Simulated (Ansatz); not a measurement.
This script for Ansatz 0.2.0 through its Python package starts 8 runs on AlBH4S, SMILES B[S][AlH2]. What input does the engine get in each?

Script `scan.py`:
```python
import logging
import sys
import warnings

import ansatz
import numpy as np

logging.basicConfig(stream=sys.stdout, format="%(name)s: %(message)s")
logger = logging.getLogger("albh4s")
logger.setLevel(logging.INFO)

params = {
    "basis_set": "cc-pVDZ",
    "functional": "PBE",
}

warnings.simplefilter("ignore", ansatz.DeckWarning)

geometry_ang = [
    ("B", (-1.3825, 0.2425, -0.4571)),
    ("S", (0.1818, 0.6664, -1.3536)),
    ("Al", (1.3778, -0.2304, 0.3147)),
    ("H", (-1.9018, -0.7333, -0.6577)),
    ("H", (-1.8998, 1.0727, 0.2519)),
    ("H", (1.7792, -1.7696, 0.3009)),
    ("H", (1.9065, 0.6837, 1.5554)),
]
mol = ansatz.Crystal.molecule()
for symbol, xyz in geometry_ang:
    mol = mol.atom(symbol, xyz)

symbols = [site.symbol for site in mol.cartesian_sites]
start = np.array([site.position_ang for site in mol.cartesian_sites])
axis = (start[6] - start[2]) / np.linalg.norm(start[6] - start[2])
moving = [6]
lengths, energies = [1.434, 1.499, 1.564, 1.629, 1.694, 1.76, 1.825, 1.923], []
for length in lengths:
    xyz = start.copy()
    xyz[moving] += (length - np.linalg.norm(start[6] - start[2])) * axis
    point = ansatz.Crystal.molecule()
    for symbol, place in zip(symbols, xyz):
        point = point.atom(symbol, place.tolist())
    setup = (
        point.calculation()
        .basis(gaussian=params["basis_set"])
        .functional(params["functional"])
    )
    summary = setup.run(threads=1, pin="off").report
    energies.append(summary["free_energy_ev"])
    logger.info(f"r = {length:6.3f} A  E = {energies[-1]:.5f} eV  <S^2> = {abs(summary['mean_field']['state']['spin_squared']):.3f}")

fit = np.polynomial.Polynomial.fit(lengths, np.array(energies) - min(energies), 4).convert()
roots = [r.real for r in fit.deriv().roots() if abs(r.imag) < 1e-9 and fit.deriv(2)(r.real) > 0]
r_e = min(roots, key=lambda r: abs(r - lengths[int(np.argmin(energies))]))
logger.info(f"minimum of the fit at {r_e:.4f} A, force constant {fit.deriv(2)(r_e):.2f} eV/A^2")
```

Run 1:
```yaml
crystal:
  periodic: [false, false, false]
  atoms:
    - { symbol: B, position_ang: [-1.3825, 0.2425, -0.4571] }
    - { symbol: S, position_ang: [0.1818, 0.6664, -1.3536] }
    - { symbol: Al, position_ang: [1.3778, -0.2304, 0.3147] }
    - { symbol: H, position_ang: [-1.9018, -0.7333, -0.6577] }
    - { symbol: H, position_ang: [-1.8998, 1.0727, 0.2519] }
    - { symbol: H, position_ang: [1.7792, -1.7696, 0.3009] }
    - { symbol: H, position_ang: [1.8431418239676058, 0.5741563860200275, 1.406717403057705] }
basis:
  gaussian:
    orbitals: cc-pVDZ
hamiltonian:
  xc: pbe
```

Run 2, against run 1:
```diff
-    - { symbol: H, position_ang: [1.8431418239676058, 0.5741563860200275, 1.406717403057705] }
+    - { symbol: H, position_ang: [1.8642347239382437, 0.6106251203933203, 1.4562160998490237] }
```

Run 3, against run 1:
```diff
-    - { symbol: H, position_ang: [1.8431418239676058, 0.5741563860200275, 1.406717403057705] }
+    - { symbol: H, position_ang: [1.8853276239088812, 0.6470938547666131, 1.5057147966403421] }
```

Run 4, against run 1:
```diff
-    - { symbol: H, position_ang: [1.8431418239676058, 0.5741563860200275, 1.406717403057705] }
+    - { symbol: H, position_ang: [1.9064205238795189, 0.6835625891399058, 1.5552134934316606] }
```

Run 5, against run 1:
```diff
-    - { symbol: H, position_ang: [1.8431418239676058, 0.5741563860200275, 1.406717403057705] }
+    - { symbol: H, position_ang: [1.9275134238501566, 0.7200313235131984, 1.604712190222979] }
```

Run 6, against run 1:
```diff
-    - { symbol: H, position_ang: [1.8431418239676058, 0.5741563860200275, 1.406717403057705] }
+    - { symbol: H, position_ang: [1.9489308299741888, 0.757061115338388, 1.6549724054264718] }
```

Run 7, against run 1:
```diff
-    - { symbol: H, position_ang: [1.8431418239676058, 0.5741563860200275, 1.406717403057705] }
+    - { symbol: H, position_ang: [1.9700237299448262, 0.7935298497116807, 1.7044711022177905] }
```

Run 8, against run 1:
```diff
-    - { symbol: H, position_ang: [1.8431418239676058, 0.5741563860200275, 1.406717403057705] }
+    - { symbol: H, position_ang: [2.00182533297748, 0.8485134799975683, 1.7790999066108555] }
```

Running `python scan.py` prints:
```text
albh4s: r =  1.434 A  E = -18163.48436 eV  <S^2> = 0.000
albh4s: r =  1.499 A  E = -18163.62613 eV  <S^2> = 0.000
albh4s: r =  1.564 A  E = -18163.69102 eV  <S^2> = 0.000
albh4s: r =  1.629 A  E = -18163.69569 eV  <S^2> = 0.000
albh4s: r =  1.694 A  E = -18163.65339 eV  <S^2> = 0.000
albh4s: r =  1.760 A  E = -18163.57334 eV  <S^2> = 0.000
albh4s: r =  1.825 A  E = -18163.46668 eV  <S^2> = 0.000
albh4s: r =  1.923 A  E = -18163.26881 eV  <S^2> = 0.000
albh4s: minimum of the fit at 1.6015 A, force constant 12.40 eV/A^2
```

Caveats:
- The settings weren't tested for convergence.
- The rest of the molecule is held rigid at a force-field or estimated start geometry, and the basis set is modest; single-reference methods fail as a bond breaks.
- The orbitals are restricted, so S² is zero by construction.
- Timing: 12 s on 1 thread of Arm Neoverse V1 (shared host), peak memory 0.18 GiB.
